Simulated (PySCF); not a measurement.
**Dipole moment and polarisability of cyclobutyl chloride**

Cyclobutyl chloride, C₄H₇Cl.
Cartesian coordinates in Å at the GFN2-xTB level; atoms count from 1:
```
atom  x, y, z in Å
Cl1   -0.1567   -2.4788    0.6546
C2     0.0439   -0.9876   -0.2921
C3     1.0530    0.0268    0.2544
C4     0.0029    1.1323    0.0542
C5    -1.0721    0.0523   -0.1534
H6     0.2375   -1.2968   -1.3188
H7     1.2841   -0.1474    1.3025
H8     1.9804    0.1213   -0.3057
H9     0.1808    1.7256   -0.8396
H10   -0.1502    1.7978    0.8995
H11   -1.7246    0.1656   -1.0162
H12   -1.6779   -0.1117    0.7345
```

Level: wB97X-D/def2-SVPD (PySCF), static field, nuclei fixed, core orbitals frozen in the response. The polarisability tensor in these axes (au):

```
x   56.46  0.93  0.72
y    0.93 68.73 -4.04
z    0.72 -4.04 52.57
```

Diagonalise the tensor; give its mean and Δα, where Δα² is half the sum of the squared differences of the eigenvalues.

Principal values 51.45, 56.59 and 69.72 au; mean 59.25 au = 8.78 Å³ = 9.77 × 10⁻⁴⁰ C²·m²/J; Δα = 16.32 au (28 % of the mean).

What is the dipole moment, and where does it point?

(0.21, 2.11, -0.95) D, 2.33 D in size, pointing from the negative to the positive side. Measured along this direction, the outermost atoms are Cl1 at the negative end and H9 at the positive end.

Find the Langevin capture rate constant for NH4+ (18.034 u) meeting this molecule (90.024 u), k = 2.342 × 10⁻⁹ cm³/s × √(α in Å³ / reduced mass in u).

The reduced mass is 15.02 u, so k = 1.79 × 10⁻⁹ cm³/s. The formula leaves out the permanent dipole, which adds to the capture rate.

What would n − 1 = 2πNα be for an ideal gas of these molecules at 298.15 K and 1 atm, electronic part alone?

N = p/kT = 2.4615 × 10¹⁹ cm⁻³, so n − 1 = 2π × N × 8.78 × 10⁻²⁴ cm³ = 1358 × 10⁻⁶ at long wavelengths, for an ideal gas.

What molar refraction does this α imply?

Lorentz–Lorenz: R = (4π/3)N_A α = 2.5225 cm³/(mol·Å³) × 8.78 Å³ = 22.1 cm³/mol, in the limit of long wavelengths.

Geometry: GFN2-xTB, one conformer, isolated molecule.
